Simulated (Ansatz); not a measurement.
# AlH3: small, medium and large basis sets

An exercise on one series of results from a longer session: the logs are not shown, and one member is left open.

Program: Ansatz 0.2.0, Gaussian basis. Level of theory: one geometry, several basis sets. These are calculated values, not measurements.

The runs, in order: PBE0-D4/def2-SVP; ωB97M-V/def2-SVP; PBE0-D4/def2-QZVPP; ωB97M-V/def2-QZVPP; CCSD(T)/cc-pV(D+d)Z; CCSD(T)/cc-pV(T+d)Z; CCSD(T)/cc-pV(Q+d)Z; the functionals' def2-TZVPP values are taken from earlier runs.

**Structure used throughout**

All runs share one geometry, relaxed beforehand with PBE0-D4 in a triple-zeta def2 set.

SMILES `[AlH3]`, 4 atoms, charge 0, spin multiplicity 1.

Atoms are counted from 1 here; the program's logs count them from 0.

Bond lengths: Al1–H2 1.586 Å, Al1–H3 1.586 Å, Al1–H4 1.586 Å. Angles: H2–Al1–H3 120.0°, H2–Al1–H4 120.0°, H3–Al1–H4 120.0°.

The first run:

Input file in.yaml:

```yaml
crystal:
  periodic: [false, false, false]
  atoms:
    - {symbol: Al, position_ang: [0.013734, -0.014817, -0.005118]}
    - {symbol: H, position_ang: [0.633214, 0.670863, 1.283643]}
    - {symbol: H, position_ang: [-1.340838, -0.832004, 0.105076]}
    - {symbol: H, position_ang: [0.749390, 0.115658, -1.403901]}
basis:
  gaussian: {orbitals: def2-SVP}
hamiltonian: {xc: pbe0, dispersion: d4}
output: {orbitals: {seedname: orbitals}}
```

Steps of the session up to this table: PBE0-D4 in def2-SVP; ωB97M-V in def2-SVP; PBE0-D4 in def2-QZVPP; ωB97M-V in def2-QZVPP.

One table of the session follows, with a row left open; its other results are not shown here.

It belongs to the step «Functionals by basis». 

| functional | basis | HOMO (eV) | LUMO (eV) |
| --- | --- | --- | --- |
| PBE0-D4 | def2-SVP | -8.56 | -1.74 |
| PBE0-D4 | def2-TZVPP | -8.58 | -1.75 |
| PBE0-D4 | def2-QZVPP | ? | ? |
| ωB97M-V | def2-SVP | -10.74 | -0.04 |
| ωB97M-V | def2-TZVPP | -10.81 | -0.14 |
| ωB97M-V | def2-QZVPP | -10.82 | -0.30 |

Estimate the missing values for PBE0-D4, def2-QZVPP.

As computed: HOMO (eV): -8.58; LUMO (eV): -1.77.
